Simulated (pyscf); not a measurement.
PySCF, gas phase, ωB97X-D3(BJ)/def2-SVP geometries. MP2 and CC: frozen core, UHF for open shells. ΔMP2 is the change of the MP2 total energy from the triple- to the quadruple-zeta basis.

Estimate the classical barrier height and the reaction energy of H₃C–CH₂–F -> :HC–F [singlet] + methane (CH₄) at CCSD(T)/def2-TZVPP + ΔMP2(QZVPP). The step runs on the singlet surface, breaks C–C, C–H and forms C–H; take the reactant's lowest minimum found as zero.

ΔE‡ = 401.1 kJ/mol, ΔE = +363.5 kJ/mol. Zero-point energy shifts the barrier by -20.1 kJ/mol. It is a 1,1-elimination, with an imaginary mode of 811i cm⁻¹. The same reactants have a lower exit, to H₂C=CH₂ + HF (barrier +259.8 kJ/mol at ωB97M-D3(BJ), against +400.2 kJ/mol here). One saddle was located; it need not be the lowest between these sides. A restricted singlet here is unstable towards spin polarisation, as is usual where a triplet lies low; its energy is less safe. The CCSD(T) − MP2 part came from Ansatz, without density fitting, on the same reference.
